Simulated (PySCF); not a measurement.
## Vibration and rotation of LiSi

UHF-CCSD(T) constants of LiSi, ⁴Σ⁻ (quartet), unpaired electrons σ ↑, π ↑↑ (Li def2-SVPD, Si def2-SVPD; no relativity (PySCF 2.14); masses 7.0160 and 27.9769 u):

| Property | Result |
| --- | --- |
| ωe | 442.5 cm⁻¹ |
| ωexe | 3.2 cm⁻¹ |
| Be | 0.52373 cm⁻¹ |
| αe | 0.00604 cm⁻¹ |
| D (centrifugal) | 2.94e-06 cm⁻¹ |
| De to Li + Si | 1.68 eV |

Give the vibrational terms G(v) and spacings up to v = 6.

G(v) = ωe(v+½) − ωexe(v+½)².

| v | G(v) (cm⁻¹) | G(v) − G(v−1) | Bv (cm⁻¹) |
| --- | --- | --- | --- |
| 0 | 220.4 |  | 0.5207 |
| 1 | 656.5 | 436.1 | 0.5147 |
| 2 | 1086.2 | 429.7 | 0.5086 |
| 3 | 1509.5 | 423.3 | 0.5026 |
| 4 | 1926.5 | 416.9 | 0.4966 |
| 5 | 2336.9 | 410.5 | 0.4905 |
| 6 | 2741.1 | 404.1 | 0.4845 |

How well does the Morse estimate ωe²/(4ωexe) reproduce De, and what is D0?

It gives 1.90 eV, 113 % of the computed De. D0 = De − G(0) = 1.68 − 0.03 = 1.65 eV.

Correlated steps freeze 5 core orbitals. Correlated levels converge slowly with the basis: in double zeta they bind strong bonds too weakly, by up to about 1 eV, and carry superposition errors of some tenths. The state is the lowest determinant that a PBE0 search found; another state may lie lower at other levels.
